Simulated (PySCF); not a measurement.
Compound: C5H7O (doublet state).
Z-matrix (Å and degrees, GFN2-xTB geometry), rows numbered from 1:
```
C 
O   1  1.3572
C   2  1.4055  1  119.20
C   3  1.5126  2  108.76  1   178.85
C   3  1.4958  2  120.93  1    29.38
C   5  1.3077  3   64.10  2  -106.89
H   1  1.0716  2  113.07  3  -170.95
H   1  1.0756  2  119.69  3   -18.02
H   4  1.0880  3  110.07  2   -60.64
H   4  1.0862  3  110.03  2   178.96
H   4  1.0878  3  109.92  2    58.59
H   5  1.0634  3  146.61  6   178.43
H   6  1.0631  3  146.47  5  -177.39
```

The hyperfine couplings belong to this conformer and change with its torsions.

The species is `[CH2]OC1(C)C=C1` [radical].

Method used: UKS B3LYP, pcH-1 on C H O, non-relativistic, mean-field spin-orbit, GIAO in PySCF 2.14.0. The structure is a single GFN2-xTB conformer in the gas phase; no vibrational or solvent corrections. A GFN2-xTB geometry isn't a minimum of the functional, and hyperfine couplings can be far from their values at a DFT geometry. Stability of the SCF solution: not tested.

(1) What are g_iso and the isotropic 13C coupling of C1?

(2) Take this nucleus alone (I = 1/2, g_N = 1.4048) with S = 1/2. Where do its 2 lines fall at 34.185 GHz to first order, to second order and exactly?

(3) What g and a would be read from the two outer exact lines by first-order rules?

(4) Give the zero-field levels of this pair of spins.

Results:

(1) g_iso = 2.00336 and a = +139.62 MHz, or +4.979 mT (Mulliken spin population +0.91). 13C makes up about 1.07 % of the natural element, so this concerns labelled samples or satellites.

(2) First order: B = B0 − a·mI with B0 = 1219.173 mT. Second order subtracts a²[I(I+1) − mI²]/(2B0). The exact fields come from the Breit–Rabi levels of H = g μB B Sz − g_N μN B Iz + a S·I.

```
  mI  first order (mT)  second order (mT)  exact (mT)  exact − first order
−1/2          1221.662           1221.657    1221.657               -0.005
+1/2          1216.683           1216.678    1216.678               -0.005
```

(3) Their midpoint, 1219.168 mT, gives an apparent g of 2.00337 (true 2.00336), and their distance over 2I an apparent |a| of 4.979 mT (true 4.979).

(4) F = I ± 1/2 = 1 and 0, at a·I/2 = +34.9 MHz and −a(I+1)/2 = -104.7 MHz, that is |a|(I + 1/2) = 139.6 MHz apart; F = 0 lies lower.

Other couplings of abundant isotopes, left aside here: 1 × 1H 42 MHz, 1 × 1H 40 MHz, 2 × 1H 7 MHz.

Means are taken over nuclei equivalent by connectivity, which assumes that they swap fast. H7 and H8 aren't averaged: C1 is flat or nearly so (angle sum 354°), and its turn about the short C1–O2 bond (1.36 Å) is taken as slow.
